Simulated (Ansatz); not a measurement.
# BH− (doublet): PBE0, B3LYP over a scan of the distance B1–H2, aug-cc-pVDZ, part 2 of 2

Ansatz 0.2.0, Gaussian basis; aug-cc-pVDZ, all electrons in the functionals. Earlier steps stand in the parts before.

## (15) B3LYP, 1.263 Å

Input file in.yaml:

```yaml
crystal:
  periodic: [false, false, false]
  atoms:
    - {symbol: B, position_ang: [0.000000, 0.000000, 0.000000]}
    - {symbol: H, position_ang: [0.000000, 0.000000, 1.262771]}
basis:
  gaussian: {orbitals: aug-cc-pVDZ}
total_charge: -1
magnetization: {spin_polarized: true, initial_magnetization: 1}
hamiltonian: {xc: {name: B3LYP}}
```

The run is started by

```
> ansatz run in.yaml --threads 1 --pin off --events-out ev --progress --plain --max-ram 2393MiB
```

Log (excerpt; [...] marks lines left out):

```text
Functional definition: B3LYP
  name "B3LYP"
  cite "Stephens, Devlin, Chabalowski & Frisch, J. Phys. Chem. 98, 11623 (1994) doi:10.1021/j100096a001"
  cite "Becke, Phys. Rev. A 38, 3098 (1988) doi:10.1103/PhysRevA.38.3098"
  cite "Lee, Yang & Parr, Phys. Rev. B 37, 785 (1988) doi:10.1103/PhysRevB.37.785"
  cite "Vosko, Wilk & Nusair, Can. J. Phys. 58, 1200 (1980) doi:10.1139/p80-159"
[...]
259 factors; their error is unknown
[...]
mean field -688.66644693 eV, -25.3080251298 hartree, gradient 4.1e-6 eV, S^2 0.753447; 4 other end points of the search recorded, 0 dependent functions left out
reference -688.66660142 eV, -25.3080308073 hartree; 4, 3 occupied and 28, 29 virtual orbitals, 259 factors
Total energy: -688.66660142 eV, -25.3080308073 hartree
```

Run time: 1.3 s. Hardware: 1 thread of Arm Neoverse N1, shared host.

From the report: ⟨S²⟩ of the determinant 0.753 (pure doublet: 0.75).

## (16) B3LYP, 1.381 Å

in.yaml, as its differences from that of step 15:

```diff
@@ -4,3 +4,3 @@
     - {symbol: B, position_ang: [0.000000, 0.000000, 0.000000]}
-    - {symbol: H, position_ang: [0.000000, 0.000000, 1.262771]}
+    - {symbol: H, position_ang: [0.000000, 0.000000, 1.381000]}
 basis:
```

Launched as before.

Log (excerpt; [...] marks lines left out):

```text
Functional definition: B3LYP
  name "B3LYP"
  cite "Stephens, Devlin, Chabalowski & Frisch, J. Phys. Chem. 98, 11623 (1994) doi:10.1021/j100096a001"
  cite "Becke, Phys. Rev. A 38, 3098 (1988) doi:10.1103/PhysRevA.38.3098"
  cite "Lee, Yang & Parr, Phys. Rev. B 37, 785 (1988) doi:10.1103/PhysRevB.37.785"
  cite "Vosko, Wilk & Nusair, Can. J. Phys. 58, 1200 (1980) doi:10.1139/p80-159"
[...]
259 factors; their error is unknown
[...]
mean field -688.58427076 eV, -25.3050052113 hartree, gradient 2.4e-5 eV, S^2 0.753484; 4 other end points of the search recorded, 0 dependent functions left out
reference -688.58442976 eV, -25.3050110543 hartree; 4, 3 occupied and 28, 29 virtual orbitals, 259 factors
Total energy: -688.58442976 eV, -25.3050110543 hartree
```

It took 1.3 s on 1 thread of Arm Neoverse N1, shared host.

From the report: ⟨S²⟩ of the determinant 0.753 (pure doublet: 0.75).

From 1.263 Å: +7.9 kJ/mol.

## (17) B3LYP, 1.531 Å

in.yaml, as its differences from that of step 16:

```diff
@@ -4,3 +4,3 @@
     - {symbol: B, position_ang: [0.000000, 0.000000, 0.000000]}
-    - {symbol: H, position_ang: [0.000000, 0.000000, 1.381000]}
+    - {symbol: H, position_ang: [0.000000, 0.000000, 1.531000]}
 basis:
```

Launched as before.

Log (excerpt; [...] marks lines left out):

```text
Functional definition: B3LYP
  name "B3LYP"
  cite "Stephens, Devlin, Chabalowski & Frisch, J. Phys. Chem. 98, 11623 (1994) doi:10.1021/j100096a001"
  cite "Becke, Phys. Rev. A 38, 3098 (1988) doi:10.1103/PhysRevA.38.3098"
  cite "Lee, Yang & Parr, Phys. Rev. B 37, 785 (1988) doi:10.1103/PhysRevB.37.785"
  cite "Vosko, Wilk & Nusair, Can. J. Phys. 58, 1200 (1980) doi:10.1139/p80-159"
[...]
259 factors; their error is unknown
[...]
mean field -688.33138347 eV, -25.2957117749 hartree, gradient 2.2e-5 eV, S^2 0.753591; 4 other end points of the search recorded, 0 dependent functions left out
reference -688.33154800 eV, -25.2957178212 hartree; 4, 3 occupied and 28, 29 virtual orbitals, 259 factors
Total energy: -688.33154800 eV, -25.2957178212 hartree
```

It took 1.1 s on 1 thread of Arm Neoverse N1, shared host.

From the report: ⟨S²⟩ of the determinant 0.754 (pure doublet: 0.75).

From 1.263 Å: +32.3 kJ/mol.

## (18) B3LYP, 1.720 Å

in.yaml, as its differences from that of step 17:

```diff
@@ -4,3 +4,3 @@
     - {symbol: B, position_ang: [0.000000, 0.000000, 0.000000]}
-    - {symbol: H, position_ang: [0.000000, 0.000000, 1.531000]}
+    - {symbol: H, position_ang: [0.000000, 0.000000, 1.720000]}
 basis:
```

Launched as before.

Log (excerpt; [...] marks lines left out):

```text
Functional definition: B3LYP
  name "B3LYP"
  cite "Stephens, Devlin, Chabalowski & Frisch, J. Phys. Chem. 98, 11623 (1994) doi:10.1021/j100096a001"
  cite "Becke, Phys. Rev. A 38, 3098 (1988) doi:10.1103/PhysRevA.38.3098"
  cite "Lee, Yang & Parr, Phys. Rev. B 37, 785 (1988) doi:10.1103/PhysRevB.37.785"
  cite "Vosko, Wilk & Nusair, Can. J. Phys. 58, 1200 (1980) doi:10.1139/p80-159"
[...]
259 factors; their error is unknown
[...]
mean field -687.94420414 eV, -25.2814831967 hartree, gradient 2.6e-5 eV, S^2 0.753796; 2 other end points of the search recorded, 0 dependent functions left out
reference -687.94437250 eV, -25.2814893840 hartree; 4, 3 occupied and 28, 29 virtual orbitals, 259 factors
Total energy: -687.94437250 eV, -25.2814893840 hartree
```

Run time: 0.84 s. Hardware: 1 thread of Arm Neoverse N1, shared host.

From the report: ⟨S²⟩ of the determinant 0.754 (pure doublet: 0.75).

From 1.263 Å: +69.7 kJ/mol.

## (19) B3LYP, 2.024 Å

in.yaml, as its differences from that of step 18:

```diff
@@ -4,3 +4,3 @@
     - {symbol: B, position_ang: [0.000000, 0.000000, 0.000000]}
-    - {symbol: H, position_ang: [0.000000, 0.000000, 1.720000]}
+    - {symbol: H, position_ang: [0.000000, 0.000000, 2.024000]}
 basis:
```

Same command.

Log (excerpt; [...] marks lines left out):

```text
Functional definition: B3LYP
  name "B3LYP"
  cite "Stephens, Devlin, Chabalowski & Frisch, J. Phys. Chem. 98, 11623 (1994) doi:10.1021/j100096a001"
  cite "Becke, Phys. Rev. A 38, 3098 (1988) doi:10.1103/PhysRevA.38.3098"
  cite "Lee, Yang & Parr, Phys. Rev. B 37, 785 (1988) doi:10.1103/PhysRevB.37.785"
  cite "Vosko, Wilk & Nusair, Can. J. Phys. 58, 1200 (1980) doi:10.1139/p80-159"
[...]
259 factors; their error is unknown
[...]
mean field -687.37559012 eV, -25.2605870169 hartree, gradient 6.1e-5 eV, S^2 0.754428; 4 other end points of the search recorded, 0 dependent functions left out
reference -687.37576337 eV, -25.2605933837 hartree; 4, 3 occupied and 28, 29 virtual orbitals, 259 factors
Total energy: -687.37576337 eV, -25.2605933837 hartree
```

It took 0.87 s on 1 thread of Arm Neoverse N1, shared host.

From the report: ⟨S²⟩ of the determinant 0.754 (pure doublet: 0.75).

From 1.263 Å: +124.5 kJ/mol.

## (20) B3LYP, 2.354 Å

in.yaml, as its differences from that of step 19:

```diff
@@ -4,3 +4,3 @@
     - {symbol: B, position_ang: [0.000000, 0.000000, 0.000000]}
-    - {symbol: H, position_ang: [0.000000, 0.000000, 2.024000]}
+    - {symbol: H, position_ang: [0.000000, 0.000000, 2.354000]}
 basis:
```

Launched as before.

Log (excerpt; [...] marks lines left out):

```text
Functional definition: B3LYP
  name "B3LYP"
  cite "Stephens, Devlin, Chabalowski & Frisch, J. Phys. Chem. 98, 11623 (1994) doi:10.1021/j100096a001"
  cite "Becke, Phys. Rev. A 38, 3098 (1988) doi:10.1103/PhysRevA.38.3098"
  cite "Lee, Yang & Parr, Phys. Rev. B 37, 785 (1988) doi:10.1103/PhysRevB.37.785"
  cite "Vosko, Wilk & Nusair, Can. J. Phys. 58, 1200 (1980) doi:10.1139/p80-159"
[...]
259 factors; their error is unknown
[...]
mean field -686.91459910 eV, -25.2436459095 hartree, gradient 4.0e-5 eV, S^2 0.757021; 4 other end points of the search recorded, 0 dependent functions left out
reference -686.91477000 eV, -25.2436521898 hartree; 4, 3 occupied and 28, 29 virtual orbitals, 259 factors
Total energy: -686.91477000 eV, -25.2436521898 hartree
```

Run time: 0.78 s. Hardware: 1 thread of Arm Neoverse N1, shared host.

From the report: ⟨S²⟩ of the determinant 0.757 (pure doublet: 0.75).

From 1.263 Å: +169.0 kJ/mol.

## (21) B3LYP, 2.846 Å

in.yaml, as its differences from that of step 20:

```diff
@@ -4,3 +4,3 @@
     - {symbol: B, position_ang: [0.000000, 0.000000, 0.000000]}
-    - {symbol: H, position_ang: [0.000000, 0.000000, 2.354000]}
+    - {symbol: H, position_ang: [0.000000, 0.000000, 2.846000]}
 basis:
```

Launched as before.

Log (excerpt; [...] marks lines left out):

```text
Functional definition: B3LYP
  name "B3LYP"
  cite "Stephens, Devlin, Chabalowski & Frisch, J. Phys. Chem. 98, 11623 (1994) doi:10.1021/j100096a001"
  cite "Becke, Phys. Rev. A 38, 3098 (1988) doi:10.1103/PhysRevA.38.3098"
  cite "Lee, Yang & Parr, Phys. Rev. B 37, 785 (1988) doi:10.1103/PhysRevB.37.785"
  cite "Vosko, Wilk & Nusair, Can. J. Phys. 58, 1200 (1980) doi:10.1139/p80-159"
[...]
259 factors; their error is unknown
[...]
mean field -686.47724859 eV, -25.2275735748 hartree, gradient 5.8e-6 eV, S^2 0.800016; 4 other end points of the search recorded, 0 dependent functions left out
reference -686.47742387 eV, -25.2275800160 hartree; 4, 3 occupied and 28, 29 virtual orbitals, 259 factors
Total energy: -686.47742387 eV, -25.2275800160 hartree
```

Wall time 1.1 s (1 thread of Arm Neoverse N1, shared host).

From the report: ⟨S²⟩ of the determinant 0.800 (pure doublet: 0.75).

From 1.263 Å: +211.2 kJ/mol.

## (22) B3LYP, 3.444 Å

in.yaml, as its differences from that of step 21:

```diff
@@ -4,3 +4,3 @@
     - {symbol: B, position_ang: [0.000000, 0.000000, 0.000000]}
-    - {symbol: H, position_ang: [0.000000, 0.000000, 2.846000]}
+    - {symbol: H, position_ang: [0.000000, 0.000000, 3.444000]}
 basis:
```

The command is unchanged.

Log (excerpt; [...] marks lines left out):

```text
Functional definition: B3LYP
  name "B3LYP"
  cite "Stephens, Devlin, Chabalowski & Frisch, J. Phys. Chem. 98, 11623 (1994) doi:10.1021/j100096a001"
  cite "Becke, Phys. Rev. A 38, 3098 (1988) doi:10.1103/PhysRevA.38.3098"
  cite "Lee, Yang & Parr, Phys. Rev. B 37, 785 (1988) doi:10.1103/PhysRevB.37.785"
  cite "Vosko, Wilk & Nusair, Can. J. Phys. 58, 1200 (1980) doi:10.1139/p80-159"
[...]
259 factors; their error is unknown
[...]
mean field -686.21492791 eV, -25.2179334676 hartree, gradient 2.0e-5 eV, S^2 0.970583; 7 other end points of the search recorded, 0 dependent functions left out
reference -686.21511415 eV, -25.2179403117 hartree; 4, 3 occupied and 28, 29 virtual orbitals, 259 factors
Total energy: -686.21511415 eV, -25.2179403117 hartree
```

Run time: 2.6 s. Hardware: 1 thread of Arm Neoverse N1, shared host.

From the report: ⟨S²⟩ of the determinant 0.971 (pure doublet: 0.75).

From 1.263 Å: +236.5 kJ/mol.

## (23) B3LYP, 4.267 Å

in.yaml, as its differences from that of step 22:

```diff
@@ -4,3 +4,3 @@
     - {symbol: B, position_ang: [0.000000, 0.000000, 0.000000]}
-    - {symbol: H, position_ang: [0.000000, 0.000000, 3.444000]}
+    - {symbol: H, position_ang: [0.000000, 0.000000, 4.267000]}
 basis:
```

The command is unchanged.

Log (excerpt; [...] marks lines left out):

```text
Functional definition: B3LYP
  name "B3LYP"
  cite "Stephens, Devlin, Chabalowski & Frisch, J. Phys. Chem. 98, 11623 (1994) doi:10.1021/j100096a001"
  cite "Becke, Phys. Rev. A 38, 3098 (1988) doi:10.1103/PhysRevA.38.3098"
  cite "Lee, Yang & Parr, Phys. Rev. B 37, 785 (1988) doi:10.1103/PhysRevB.37.785"
  cite "Vosko, Wilk & Nusair, Can. J. Phys. 58, 1200 (1980) doi:10.1139/p80-159"
[...]
259 factors; their error is unknown
[...]
mean field -686.08487097 eV, -25.2131539630 hartree, gradient 9.4e-6 eV, S^2 1.095434; 16 other end points of the search recorded, 0 dependent functions left out
reference -686.08507005 eV, -25.2131612792 hartree; 4, 3 occupied and 28, 29 virtual orbitals, 259 factors
Total energy: -686.08507005 eV, -25.2131612792 hartree
```

It took 6 s on 1 thread of Arm Neoverse N1, shared host.

From the report: ⟨S²⟩ of the determinant 1.095 (pure doublet: 0.75).

From 1.263 Å: +249.1 kJ/mol.

## (24) The comparison

The yardstick is full CI for this spin, exact in this basis with these frozen cores. It comes from earlier runs at the same points. Energies in kJ/mol, counted from 1.263 Å; blanks weren't run or aren't comparable.

| level | 1.005 Å | 1.141 Å | 1.263 Å | 1.381 Å | 1.531 Å | 1.720 Å | 2.024 Å | 2.354 Å | 2.846 Å | 3.444 Å | 4.267 Å |
| --- | --- | --- | --- | --- | --- | --- | --- | --- | --- | --- | --- |
| FCI | 91.4 | 17.0 | 0.0 | 6.5 | 29.5 | 65.5 | 117.7 | 159.6 | 200.1 | 229.2 | 250.1 |
| PBE0 | 88.7 | 16.1 | 0.0 | 7.0 | 31.0 | 69.0 | 126.6 | 174.5 | 220.5 | 248.1 | 262.9 |
| B3LYP | 85.3 | 14.7 | 0.0 | 7.9 | 32.3 | 69.7 | 124.5 | 169.0 | 211.2 | 236.5 | 249.1 |

Largest miss and mean time a point (FCI took 20 s a point; shared hosts):

| level | largest miss (kJ/mol) | where | time a point |
| --- | --- | --- | --- |
| PBE0 | +20.3 | 2.846 Å | 1.9 s |
| B3LYP | +11.1 | 2.846 Å | 1.8 s |

## (25) Outcome

This closing draws on all 2 parts.

```
             quantity                   value
span of the FCI curve            250.1 kJ/mol
   largest miss, PBE0  +20.3 kJ/mol (2.846 Å)
  largest miss, B3LYP  +11.1 kJ/mol (2.846 Å)
```

What this shows: Of the functionals, B3LYP keep the smallest largest miss at the points compared (at most 11.1 kJ/mol) and PBE0 strays most (20.3 kJ/mol, at 2.846 Å). PBE0, B3LYP clearly break the spin symmetry at some points (⟨S²⟩ up to 0.39 above the pure value), so energy there is bought with a mixed spin. Functionals and the yardstick converge differently with the basis, so part of each miss in aug-cc-pVDZ is the basis.
